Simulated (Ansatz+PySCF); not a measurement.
A calculation with Ansatz (development build ahead of 0.2.0).

```yaml
crystal:
  periodic: [false, false, false]
  atoms:
    - { symbol: B, position_ang: [0.0, 0.0, 0.0] }
    - { symbol: "N", position_ang: [0.0, 0.0, 2.8] }
basis:
  gaussian: { orbitals: "6-31G" }
hamiltonian:
  xc: hf
correlation:
  method: fci
  frozen_orbitals: { B: 1, "N": 1 }
```

The input is written out in the form of the current development build from the run's settings.

Results

```json
{"Converged": "yes", "Total energy": "-78.90333 hartree", "State": "lowest singlet root, of any spatial symmetry"}
```

Caution: another spin multiplicity may lie lower.
